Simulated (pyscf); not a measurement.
Thermochemistry of product channels of `[CH3][Re](=[O])(=[O])=[O]` + `[H][H]` on the singlet surface, in kcal/mol, from ωB97M-D3(BJ)/def2-TZVP energies (ideal gas, 1 atm, RRHO with modes under 100 cm⁻¹ raised to 100, one conformer, R ln 2 for chiral ones without a mode under 150 cm⁻¹). Optimised with ωB97X-D3(BJ)/def2-SVP in PySCF.

| products | ΔE | ΔH(298 K) | ΔG(298 K) | ΔG(1200 K) |
|---|---|---|---|---|
| `[CH4]` + `[O]=[ReH](=[O])=[O]` | -6.3 | -3.4 | -5.0 | -6.3 |
| `[CH3][Re](=[O])([OH])[OH]` [singlet] | -0.4 | +5.5 | +12.0 | +32.1 |
| `[CH3][ReH](=[O])(=[O])[OH]` | +4.8 | +9.7 | +17.7 | +43.3 |

These are energies of the channels, which say nothing of barriers. Elements past Kr carry the def2 core potentials, without spin-orbit coupling.
